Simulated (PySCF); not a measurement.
Isomers of C5H12O, mass 88.089 u with the commonest isotopes. Method: PBE0/def2-SVPD in PySCF (dipole) on a GFN2-xTB geometry, gas phase. One conformer each, none proved a minimum here; rigid rotors.

Task: Order these by dipole moment, smallest first.
A. `[CH3:1][O:2][CH2:3][CH:4]([CH3:5])[CH3:6]` with C1–O2–C3–C4 -179°, O2–C3–C4–C5 64°
B. `[CH3:1][CH2:2][CH2:3][CH2:4][O:5][CH3:6]` with C1–C2–C3–C4 179°, C2–C3–C4–O5 -59°, C3–C4–O5–C6 -72° (1-methoxybutane)
C. `[CH3:1][C:2]([CH3:3])([CH3:4])[CH2:5][OH:6]` with C2–C5–O6–H -61° (neopentyl alcohol)

Result: A (1.06 D), B (1.21 D), C (1.69 D).

Task: Order these by radius of gyration √(Σ m r²/M), largest first.
A. `[CH3:1][O:2][CH2:3][CH:4]([CH3:5])[CH3:6]` with C1–O2–C3–C4 -179°, O2–C3–C4–C5 64°
B. `[CH3:1][C:2]([CH3:3])([CH3:4])[CH2:5][OH:6]` with C2–C5–O6–H -61°
C. `[CH3:1][CH:2]([CH3:3])[C@H:4]([CH3:5])[OH:6]` with C1–C2–C4–C5 180°, C2–C4–O6–H 64°
D. `[CH3:1][CH2:2][CH2:3][CH2:4][O:5][CH3:6]` with C1–C2–C3–C4 179°, C2–C3–C4–O5 -59°, C3–C4–O5–C6 -72°
E. `[CH3:1][CH2:2][C@H:3]([CH3:4])[O:5][CH3:6]` with C1–C2–C3–C4 -170°, C2–C3–O5–C6 -160° (sec-butyl methyl ether)

Result: D (1.978 Å), A (1.923 Å), E (1.813 Å), C (1.756 Å), B (1.691 Å).

Task: Order these by out-of-plane moment Σ m c² = (Ia + Ib − Ic)/2, largest first.
A. `[CH3:1][CH:2]([CH3:3])[C@H:4]([CH3:5])[OH:6]` with C1–C2–C4–C5 180°, C2–C4–O6–H 64°
B. `[CH3:1][O:2][CH2:3][CH:4]([CH3:5])[CH3:6]` with C1–O2–C3–C4 -179°, O2–C3–C4–C5 64°
C. `[CH3:1][CH2:2][CH2:3][CH2:4][O:5][CH3:6]` with C1–C2–C3–C4 179°, C2–C3–C4–O5 -59°, C3–C4–O5–C6 -72° (1-methoxybutane)
D. `[CH3:1][C:2]([CH3:3])([CH3:4])[CH2:5][OH:6]` with C2–C5–O6–H -61°
E. `[CH3:1][CH2:2][C@H:3]([CH3:4])[O:5][CH3:6]` with C1–C2–C3–C4 -170°, C2–C3–O5–C6 -160° (sec-butyl methyl ether)

Result: D (56.84 u·Å²), C (23.96 u·Å²), E (13.85 u·Å²), B (12.68 u·Å²), A (12.29 u·Å²).

```tsv
SMILES	point group	Ia (u·Å²)	Ib (u·Å²)	Ic (u·Å²)	κ	μa (D)	μb (D)	μc (D)
CCCCOC	C1	70.46	298.11	320.65	-0.96	0.26	0.04	1.18
COCC(C)C	C1	71.13	267.23	312.99	-0.90	0.15	0.87	0.58
CCOC(C)C	C1	74.00	260.58	309.39	-0.88	0.16	0.86	0.77
CC[C@H](C)OC	C1	110.55	192.78	275.64	-0.42	0.39	0.51	0.97
CC(C)(C)CO	–	114.50	194.24	195.04	-0.99	1.28	0.86	0.70
CC(C)[C@H](C)O	C1	115.28	168.64	259.34	-0.14	0.50	1.20	1.00
```
